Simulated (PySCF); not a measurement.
Compound: C₃HF (triplet state).
Structure used (GFN2-xTB), in Å, numbered top down from 1:
```
atom  x, y, z in Å
C1     1.0759   -0.6125   -0.3462
C2     0.0277   -0.0099   -0.0085
C3    -0.9454    0.4917    0.6492
F4    -2.0471    1.1838    0.6432
H5     1.8976   -1.0503   -0.8261
```

The hyperfine couplings belong to this conformer and change with its torsions.

The species is `C#C[C]F` [triplet].

Computed, not measured: PySCF, UKS B3LYP, pcH-1 on C F H, non-relativistic, mean-field spin-orbit, GIAO. The structure is a single GFN2-xTB conformer in the gas phase; no vibrational or solvent corrections. This triplet need not be the ground state; the singlet was not compared here. A GFN2-xTB geometry isn't a minimum of the functional, and hyperfine couplings can be far from their values at a DFT geometry.

Task: Give the principal g shifts and their parts.

Result: 
```csv
Δg (ppm),1,2,3
relativistic mass correction,-185,-185,-185
gauge correction,38,4,19
orbital Zeeman/spin–orbit,-24,897,941
total,-171,715,775
```

So g = 2.00215, 2.00303, 2.00309 and g_iso = 2.00276; the tensor is close to axial: the two nearest values differ by 6 % of g3 − g1. Axes: g1 points within 8° of the C1–C2 bond and g2 is normal to the molecular plane.

Task: At 93.504 GHz, how far is the centre of the isotropic spectrum from where a free electron (g = 2.002319) resonates, zero-field splitting left aside?

Result: B = hν/(g μB) with μB/h = 13.99624 MHz/mT gives 3336.46 mT for the free electron and 3335.72 mT at g_iso, 0.73 mT lower.

Task: Average each term over the three axes. Which is largest in size?

Result: The orbital-Zeeman/spin–orbit term 604, the mass correction -185 and the gauge correction 21 ppm, for a total of 440 ppm. The orbital-Zeeman/spin–orbit term is the largest in size. The mass correction is the same along every axis, so the anisotropy comes from the other two: their spans along these axes are 35 (gauge) and 964 ppm (orbital Zeeman/spin–orbit).

Task: What effective moment and Curie constant follow for a powder at temperatures where kT is far above the zero-field splitting?

Result: With the mean of g² = 4.0110 and S(S+1) = 2.00: μ_eff = √(⟨g²⟩S(S+1)) = 2.832 μB and χT = 0.12505·⟨g²⟩·S(S+1) = 1.003 cm³ K/mol (cgs; spin-Hamiltonian part alone).

The Mulliken spin populations are largest on C3 (+1.24), C1 (+1.17), C2 (-0.46) and F4 (+0.09). The positive populations add up to 2.51 and the negative ones to -0.51, together 2S = 2.

The HOMO–LUMO gaps are 5.80 eV among the α and 6.12 eV among the β orbitals.
